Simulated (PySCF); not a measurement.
# SiH4 (SMILES [SiH4]): B2PLYP/STO-3G

What is the energy change on altering one bond length of SiH4 at B2PLYP/STO-3G? Input form: a Python script.

The results are computed with PySCF 2.14.0.

9 further runs of the same task are left out: 9 set aside as unsound or not needed.

**1. Starting point**

SiH4 has 5 atoms, charge 0, and is taken as a singlet. As SMILES, `[SiH4]`. The shape is that of a PBE0-D4/def2-TZVP optimisation.

Bond lengths: Si1–H2 1.485 Å, Si1–H3 1.485 Å, Si1–H4 1.485 Å, Si1–H5 1.485 Å. Angles: H2–Si1–H3 109.5°, H2–Si1–H4 109.5°, H2–Si1–H5 109.5°, H3–Si1–H4 109.5°, H3–Si1–H5 109.5°, H4–Si1–H5 109.5°.

**2. A single-point energy at B2PLYP/STO-3G**

input.py reads:

```python
from pyscf import gto, dft, mp

mol = gto.M(
    atom='''
Si     0.000000     0.000000    -0.000100
H      0.967600    -0.688400     0.890900
H     -1.331000     0.044900     0.656000
H     -0.105100    -0.740300    -1.282600
H      0.468500     1.383800    -0.264200
''',
    verbose=3,
    spin=0,
    basis='sto-3g',
    max_memory=1860,
)

ks = dft.RKS(mol, xc='0.53*HF + 0.47*B88, 0.73*LYP')
ks.grids.level = 5
ks.conv_tol = 1e-10
ks.kernel()
if not ks.converged:
    ks = ks.newton().run(ks.mo_coeff, ks.mo_occ)

pt = mp.MP2(ks, frozen=5).run()
e_tot = ks.e_tot + 0.27 * pt.e_corr
print('PT2 part  %.8f' % (0.27 * pt.e_corr))
print('E = %.10f Eh' % e_tot)
```

Launch:

```bash
$ OMP_NUM_THREADS=1 python input.py
```

The program printed:

```text
converged SCF energy = -288.340650374597
E(RMP2) = -288.399874126758  E_corr = -0.059223752161356
E(SCS-RMP2) = -288.411160986268  E_corr = -0.0705106116717579
PT2 part  -0.01599041
E = -288.3566407877 Eh
```

Run time: 1.6 s. Hardware: 1 thread of Arm Neoverse V1, shared host; peak memory 0.17 GiB.

**3. The distorted shape**

job.py reads:

```python
from pyscf import gto, dft, mp

mol = gto.M(
    atom=[
    ('Si', (-0.093712, -0.276795, 0.052727)),
    ('H', (0.873888, -0.965195, 0.943727)),
    ('H', (-1.424712, -0.231895, 0.708827)),
    ('H', (-0.198812, -1.017095, -1.229773)),
    ('H', (0.468500, 1.383800, -0.264200)),
],
    basis='sto-3g',
    max_memory=1860,
    charge=0,
    verbose=3,
)

ks = dft.RKS(mol)
ks.xc = '0.53*HF + 0.47*B88, 0.73*LYP'
ks.grids.level = 5
ks.conv_tol = 1e-10
ks.kernel()
if not ks.converged:
    ks = ks.newton().run(ks.mo_coeff, ks.mo_occ)

pt = mp.MP2(ks, frozen=5).run()
e_tot = ks.e_tot + 0.27 * pt.e_corr
print('PT2 part  %.8f' % (0.27 * pt.e_corr))
print('E(%s) = %.9f' % ('B2PLYP', e_tot))
```

Launch:

```bash
$ OMP_NUM_THREADS=1 python job.py
```

The program printed:

```text
converged SCF energy = -288.300540327792
E(RMP2) = -288.368774895343  E_corr = -0.0682345675509969
E(SCS-RMP2) = -288.381576473678  E_corr = -0.0810361458865745
PT2 part  -0.01842333
E(B2PLYP) = -288.318963661
```

It took 1.6 s on 1 thread of Arm Neoverse V1, shared host; peak memory 0.17 GiB.

**4. What came out**

At B2PLYP/STO-3G, 5 core orbitals frozen:

```
                                                          quantity          value
                                         first shape: total energy  -288.35664 Eh
                             first shape: dipole moment (SCF part)         0.00 D
                    first shape: HOMO energy (SCF part's orbitals)       -9.38 eV
                    first shape: LUMO energy (SCF part's orbitals)       10.62 eV
                  first shape: HOMO–LUMO gap (SCF part's orbitals)       20.00 eV
                                     distorted shape: total energy  -288.31896 Eh
                         distorted shape: dipole moment (SCF part)         0.23 D
                distorted shape: HOMO energy (SCF part's orbitals)       -8.07 eV
                distorted shape: LUMO energy (SCF part's orbitals)        7.30 eV
              distorted shape: HOMO–LUMO gap (SCF part's orbitals)       15.36 eV
energy change with the Si1–H5 bond stretched from 1.485 to 1.782 Å       1.025 eV
```

What this shows: With the Si1–H5 bond stretched from 1.485 to 1.782 Å the energy rises by 1.03 eV (99 kJ/mol). The first shape isn't relaxed at this level, so the change isn't measured from a minimum. The minimal basis adds a large error of its own. Mulliken charges (distorted shape) run from -0.14 on H5 to +0.54 on Si1.
